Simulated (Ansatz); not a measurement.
The same path of AlCl2H (4 atoms, charge 0, multiplicity 1) was run twice with different band settings. Lost on the way: Al1–H2, Al1–Cl3. Made: H2–Cl3.

All numbers below come from Ansatz 0.2.0, RKS PBE-D4/def2-SVPD.

Relaxed end points:

```xyz
4
Properties=species:S:1:pos:R:3
Al 0.319 0.000 0.348
H 0.088 0.000 1.904
Cl 2.274 0.000 -0.464
Cl -1.315 0.000 -0.999
```

```xyz
4
Properties=species:S:1:pos:R:3
Al -0.597 0.000 -0.196
H 1.667 0.000 0.752
Cl 2.894 0.000 1.260
Cl -2.598 0.000 -1.026
```

Common settings: spring 5.0 eV/Å²; optimiser quadratic models (default); start path through a guess of the saddle point; force threshold 0.05 eV/Å; iteration limit 60; end points relaxed.

| run | movable images | climbing image |
| --- | --- | --- |
| 1 | 9 | yes |
| 2 | 6 | no |

Task: What does each run give, and how far can it be trusted?

Result: Run 1: converged after 10 iterations, highest image 2.514 eV above the first end. A vibrational analysis at the climbing image gives one clearly imaginary mode, 846i cm⁻¹: a first-order saddle point.
Run 2: converged after 14 iterations, highest image 2.269 eV above the first end. Neighbouring images differ by up to 1.6 eV, so the band resolves the path poorly. No image climbed, so the highest image needn't sit at the top of the path.
The orbitals stay closed-shell, which can raise the energy where a bond breaks towards radicals; this wasn't checked here.
